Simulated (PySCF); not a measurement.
Compound: C4H7O (doublet state).
Structure used (PBE0-D3(BJ)/def2-SVP), in Å, numbered top down from 1:
```
atom  x, y, z in Å
C1     2.2868   -0.5227   -0.1271
C2     1.5767    0.0645    0.8226
O3     0.2599    0.3170    0.8269
C4    -0.4495   -0.0913   -0.3260
C5    -1.9005    0.2786   -0.1556
H6     3.3267   -0.7931   -0.2823
H7     2.0518    0.4131    1.7523
H8    -0.0077    0.3961   -1.2156
H9    -0.3216   -1.1815   -0.4642
H10   -2.3239   -0.2078    0.7354
H11   -2.4808   -0.0407   -1.0335
H12   -2.0154    1.3663   -0.0408
```

The hyperfine couplings belong to this conformer and change with its torsions.

Identity: `[H]/[C]=C/OCC` [radical].

Method used: UKS B3LYP, IGLO-III on C O, pcH-1 on H, non-relativistic, mean-field spin-orbit, GIAO (PySCF). Isolated species at its PBE0-D3(BJ)/def2-SVP geometry (one conformer only). No stability test was run, so a lower SCF solution isn't excluded.

(1) The isotropic 13C couplings are +291.5, -32.7, +4.4 MHz. Assign them to C1; C2; C4.

Answers

(1) 
```csv
site,a_iso (MHz),ρ(0) (bohr⁻³),position,distance from C1 (Å),spin population,largest |T| (MHz)
C1,+291.5,+0.2593,largest spin population,0.00,+1.02,139.0
C2,-32.7,-0.0291,1 bond from C1,1.32,-0.10,21.6
C4,+4.4,+0.0039,3 bonds from C1,2.78,+0.02,2.4
```

ρ(0) is the spin density at the nucleus and T the dipolar tensor; entries for several nuclei are means. The Mulliken spin populations are largest on C1 (+1.02), C2 (-0.10) and H7 (+0.07). No atom but C1 exceeds +0.15.

The spin density at the nucleus, in bohr⁻³, is negative for C2 (-0.0291), for instance. A restricted open-shell determinant has no negative spin density anywhere; here it arises because α and β orbitals differ (spin polarisation).

Nuclei that the bonding pattern makes equivalent are averaged, as if the motion that swaps them (rotation, inversion, ring flip) were fast.
